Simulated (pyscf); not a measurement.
Concerted two-bond exchange: `[OH][PH]` [doublet] + `[H][H]` → `[O][PH2]` [doublet] + `[H][H]`

Gas phase, doublet surface, charge 0. Bonds broken: O2–H5, H3–H6. Bonds formed: P1–H3, H5–H6. Optimised with ωB97X-D3(BJ)/def2-SVP in PySCF.

Transition state (Å):

```xyz
6

P      0.6295    -0.4481     0.2186
O     -0.7215    -0.1878    -0.5315
H      0.8296     1.1685     0.1997
H      1.3365    -1.3608    -0.6203
H     -0.6583     1.1055    -0.3354
H     -0.0677     1.8579    -0.0593
```

One imaginary mode, 2204i cm⁻¹; descent along it reached the two sides named.

```json
[
 {"bond": "O2–H5", "change": "breaks", "reactant side (Å)": "0.966", "saddle": "1.310", "product side": "2.450"},
 {"bond": "H3–H6", "change": "breaks", "reactant side (Å)": "0.761", "saddle": "1.161", "product side": "3.1"},
 {"bond": "P1–H3", "change": "forms", "reactant side (Å)": "3.2", "saddle": "1.629", "product side": "1.427"},
 {"bond": "H5–H6", "change": "forms", "reactant side (Å)": "2.323", "saddle": "0.996", "product side": "0.762"}
]
```

Electronic energies relative to the separated reactants (kJ/mol):

| level | barrier | reaction energy | reverse barrier |
|---|---|---|---|
| ωB97X-D3(BJ)/def2-TZVP | 221.1 | +27.6 | 193.6 |
| PBE/def2-TZVP | 166.3 | +19.2 | 147.1 |
| r²SCAN/def2-TZVP | 183.3 | +17.5 | 165.8 |
| B3LYP-D3(BJ)/def2-TZVP | 204.4 | +24.7 | 179.8 |
| PBE0-D3(BJ)/def2-TZVP | 194.7 | +28.5 | 166.2 |
| M06-2X/def2-TZVP | 235.0 | +41.5 | 193.5 |
| ωB97M-D3(BJ)/def2-TZVP | 220.3 | +34.7 | 185.6 |
| HF/def2-TZVP | 333.0 | +47.8 | 285.2 |

With ωB97M-D3(BJ)/def2-TZVP energies and thermal terms (ideal gas, 1 atm, RRHO with modes under 100 cm⁻¹ raised to 100, one conformer, R ln 2 for chiral ones without a mode under 150 cm⁻¹), in kJ/mol:

```json
[
 {"T (K)": "298", "ΔH‡": "212.3", "ΔG‡": "247.7", "ΔH": "+28.5", "ΔG": "+29.4"},
 {"T (K)": "600", "ΔH‡": "207.5", "ΔG‡": "285.8", "ΔH": "+27.7", "ΔG": "+30.7"},
 {"T (K)": "900", "ΔH‡": "207.1", "ΔG‡": "325.1", "ΔH": "+27.6", "ΔG": "+32.2"},
 {"T (K)": "1200", "ΔH‡": "208.9", "ΔG‡": "364.2", "ΔH": "+28.0", "ΔG": "+33.7"}
]
```

One saddle was located; it need not be the lowest between these sides.
